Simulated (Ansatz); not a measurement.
A made-up structure of CH3OSi (charge -1), singlet:

O1  (-0.757, -1.189, 0.938)
C2  (-0.189, -0.681, 0.012)
Si3  (-0.353, 0.843, -0.405)
H4  (0.434, -1.197, -0.855)
H5  (1.220, 0.865, -0.796)
H6  (-0.354, 1.359, 1.105)
(Å)

It is relaxed with PBE-D4/def2-SVPD and then PBE0-D4/def2-TZVPD (Ansatz 0.2.0). Atoms count as bonded within 1.22 times the sum of their covalent radii (H–H: 0.88 Å). The end point is not checked to be a true minimum.

(1) Does its bonding change? (A judgement: the text doesn't fix the answer.)

Answers

(1) Computed: No: no bond forms or breaks.

Where it ends: The first stage lowers the energy by 1.91 eV in 8 steps. It ends as CH₃OSi ([O][CH][SiH2]), total charge -1:
O1  (-0.786, -1.508, 0.878)
C2  (-0.220, -0.843, 0.016)
Si3  (-0.278, 1.014, -0.379)
H4  (0.332, -1.427, -0.787)
H5  (1.200, 1.137, -0.745)
H6  (-0.248, 1.627, 1.017)
(Å)

Labels in which every atom is bracketed show which atoms are joined, not bond orders.

For scale, one of the runs: PBE0-D4/def2-TZVPD relaxation, 147 basis functions, launched by `ansatz run in.yaml --threads 2 --pin off --events-out ev --progress --plain --max-ram 4352MiB`. Hardware: 2 CPU threads of an Arm Neoverse V1, shared host. Wall time about 21 s.
